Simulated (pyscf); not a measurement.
## Four-centre exchange: H₃C–SiH₃ + HCl → CH₄ + H₃Si–Cl

Gas phase, singlet surface, charge 0. Bonds broken: C1–Si2, Cl9–H10. Bonds formed: C1–H10, Si2–Cl9. Single points on ωB97X-D3(BJ)/def2-SVP structures (PySCF, gas phase). Correlated levels are frozen-core, on RHF or UHF. ΔMP2 is the change of the MP2 total energy from the triple- to the quadruple-zeta basis.

Transition state (Å):

```xyz
10

C     -1.3448    -0.8363    -0.0180
Si    -0.4069     1.0878     0.0598
H     -1.3285    -1.7483    -0.6412
H     -2.3662    -0.4354    -0.0486
H     -1.0389    -1.1252     0.9959
H     -1.2560     1.3078     1.2819
H      0.9751     1.0863     0.5804
H     -0.9207     2.0718    -0.9142
Cl     0.7026     0.0728    -2.0178
H     -0.4938    -0.4785    -0.8627
```

One imaginary mode, 702i cm⁻¹; descent along it reached the two sides named.

```tsv
bond	change	reactant side (Å)	saddle	product side
C1–Si2	breaks	1.882	2.142	3.9
Cl9–H10	breaks	1.284	1.752	2.9
C1–H10	forms	3.9	1.251	1.099
Si2–Cl9	forms	3.7	2.565	2.071
```

Electronic energies relative to the separated reactants (kcal/mol):

| level | barrier | reaction energy | reverse barrier |
|---|---|---|---|
| ωB97X-D3(BJ)/def2-TZVP | 39.0 | -25.0 | 64.1 |
| PBE/def2-TZVP | 34.3 | -23.6 | 58.0 |
| r²SCAN/def2-TZVP | 35.7 | -24.8 | 60.5 |
| B3LYP-D3(BJ)/def2-TZVP | 38.8 | -24.7 | 63.5 |
| PBE0-D3(BJ)/def2-TZVP | 35.8 | -23.8 | 59.6 |
| M06-2X/def2-TZVP | 38.4 | -25.4 | 63.7 |
| ωB97M-D3(BJ)/def2-TZVP | 39.7 | -24.0 | 63.7 |
| HF/def2-TZVP | 56.9 | -26.7 | 83.6 |
| MP2/def2-QZVPP | 39.3 | -24.6 | 63.8 |
| CCSD/def2-TZVPP | 46.1 | -23.1 | 69.3 |
| CCSD(T)/def2-TZVPP | 43.5 | -22.9 | 66.5 |
| CCSD(T)/def2-TZVPP + ΔMP2(QZVPP) | 42.1 | -23.4 | 65.5 |

With CCSD(T)/def2-TZVPP + ΔMP2(QZVPP) energies and thermal terms (ideal gas, 1 atm, RRHO with modes under 100 cm⁻¹ raised to 100, one conformer, R ln 2 for chiral ones without a mode under 150 cm⁻¹), in kcal/mol:

```json
[
 {"T (K)": "298", "ΔH‡": "42.0", "ΔG‡": "51.5", "ΔH": "-21.6", "ΔG": "-21.3"},
 {"T (K)": "600", "ΔH‡": "41.8", "ΔG‡": "61.3", "ΔH": "-22.4", "ΔG": "-20.7"},
 {"T (K)": "900", "ΔH‡": "42.1", "ΔG‡": "71.0", "ΔH": "-23.0", "ΔG": "-19.7"},
 {"T (K)": "1200", "ΔH‡": "42.4", "ΔG‡": "80.5", "ΔH": "-23.5", "ΔG": "-18.5"}
]
```

The same reactants have a lower exit, to H₃C–SiH₂–Cl + H₂ (barrier +33.9 kcal/mol at ωB97M-D3(BJ), against +39.7 kcal/mol here). One saddle was located; it need not be the lowest between these sides. The CCSD(T) − MP2 part came from Ansatz, without density fitting, on the same reference.
